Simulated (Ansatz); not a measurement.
A nudged elastic band was laid between two geometries of AlH3O2 + H (7 atoms, charge 0, multiplicity 2).

These are results of UKS B3LYP/cc-pVDZ in Ansatz 0.2.0, not measurements.

```
movable images  : 3
climbing image  : yes
spring          : 5.0 eV/Å²
optimiser       : quadratic models (default)
start path      : through a guess of the saddle point
force threshold : 0.05 eV/Å
iteration limit : 60
end points      : relaxed
```

First end point:

```xyz
7
Properties=species:S:1:pos:R:3
Al 0.054 -0.280 -0.105
H -0.061 -0.040 1.448
O 1.635 -0.350 -0.790
H 1.766 -0.498 -1.735
O -1.300 -0.482 -1.162
H -2.209 -0.451 -0.844
H -0.095 0.303 4.262
```

Last end point:

```xyz
7
Properties=species:S:1:pos:R:3
Al -0.037 -0.462 -0.560
H 0.032 0.098 2.990
O 1.399 -0.401 -1.541
H 2.270 -0.404 -1.124
O -1.535 -0.448 -1.445
H -2.377 -0.479 -0.973
H 0.038 0.297 3.726
```

Question: What changes between the two ends?

Answer: Bonds broken: Al1–H2. Bonds formed: H2–H7. AlH3O2 + H becomes AlH2O2 + H2.

Question: Give the energies along the band, and the barrier.

Answer: The forces met the threshold. The highest image is number 1 of 0 to 4, 0.4 kcal/mol above the first end and 21.1 kcal/mol above the last; the last end lies 20.8 kcal/mol below the first. Another band between the same ends (5 images) ends at a top of the same energy, where a vibrational analysis finds 1 clearly imaginary mode. So few images can step over the top or miss a turn of the path.

```csv
image,path coordinate (Å),energy (kcal/mol),Al1–H2 (Å),H2–H7 (Å)
0,0.00,0.0,1.58,2.83
1,1.03,0.4,1.60,1.71
2,1.99,-19.4,2.67,0.77
3,2.96,-19.3,3.03,0.76
4,3.92,-20.8,3.59,0.76
```

Question: What is the geometry of the highest image?

Answer: 
```xyz
7
Properties=species:S:1:pos:R:3:forces:R:3
Al 0.054 -0.261 0.042 -0.01 0.01 0.01
H -0.059 -0.003 1.616 0.00 -0.01 -0.02
O 1.635 -0.332 -0.637 0.02 0.00 0.01
H 1.780 -0.479 -1.580 -0.01 -0.01 -0.01
O -1.307 -0.474 -1.004 0.00 0.00 0.01
H -2.214 -0.436 -0.678 0.00 0.00 0.00
H -0.099 0.185 3.315 0.00 0.00 0.00
```

Time of the run: 56 s on 2 threads of Intel(R) Xeon(R) Platinum 8488C (Sapphire Rapids), on a shared host, peak memory 0.18 GiB.
